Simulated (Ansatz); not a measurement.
We consider bcc Ba, described by r²SCAN+rVV10 (plane waves, PAW; Ansatz, a program for electronic structure).

Settings: plane-wave cutoff 560 eV, 16×16×16 k mesh, Fermi–Dirac smearing 0.05 eV, scalar-relativistic PAW data made under PBE.

Results at a series of volumes:

| V (Å³/atom) | E − E_lowest (meV/atom) |
|---|---|
| 59.082 | 6.55 |
| 60.339 | 2.85 |
| 61.596 | 0.70 |
| 62.853 | 0.00 |
| 64.111 | 0.64 |
| 65.368 | 2.54 |
| 66.625 | 5.62 |

**Question.** Fit the third-order Birch–Murnaghan equation and give B0 and B′.

**Answer.** V0 = 62.867 Å³/atom, B0 = 8.58 GPa, B′ = 2.5 (fit to the energies at full precision).

Measured, for comparison: bulk modulus 9.34 GPa (corrected for temperature and zero-point phonon effects, our sources range from 9.34 to 10.6; as tabulated in Levämäki et al. (2014), arXiv:1402.3671); equilibrium volume per atom 62.31 Å³/atom (low-temperature or extrapolated to 0 K; zero-point anharmonic expansion removed; as tabulated in Csonka et al. (2009), arXiv:0903.4037). Computed (rounded) less measured: bulk modulus -8 % (-8 % to -19 % over the range), equilibrium volume per atom +0.9 %.

Spin–orbit coupling is not included.

Computing time: very roughly 3 core-minutes.
